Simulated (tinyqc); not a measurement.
Inside a calculation. Method: harmonic frequencies on the RHF/sto-3g surface (energies and gradients from PySCF), for BH3, spin multiplicity 1. One step of it, computed by the program tinyqc.

Task: One row of the Hessian: 2Hx. Displace 2Hx by +/-0.01 bohr; H(k, :) = (g(+) - g(-)) / (2 delta).

optimised positions (bohr):
```
            x          y          z
1B  -0.007568   0.003295  -0.001423
2H   2.183710   0.009325   0.053911
3H  -1.107329   1.898148  -0.071325
4H  -1.099049  -1.897540   0.013169
```

gradient at +delta (hartree/bohr):
```
              x            y            z
1B  -0.00363385  -0.00001807  -0.00007919
2H   0.00368984   0.00001006   0.00008878
3H  -0.00003027  -0.00004794  -0.00000370
4H  -0.00002572   0.00005595  -0.00000589
```

gradient at -delta (hartree/bohr):
```
              x            y            z
1B   0.00370970  -0.00000134   0.00007962
2H  -0.00377631  -0.00000809  -0.00009092
3H   0.00003188   0.00005235   0.00000455
4H   0.00003473  -0.00004291   0.00000674
```

Give: row of the Hessian.

Result:

row of the Hessian (hartree/bohr^2): 1Bx -0.367178, 1By -0.000836, 1Bz -0.007940, 2Hx 0.373308, 2Hy 0.000908, 2Hz 0.008985, 3Hx -0.003107, 3Hy -0.005015, 3Hz -0.000413, 4Hx -0.003023, 4Hy 0.004943, 4Hz -0.000632
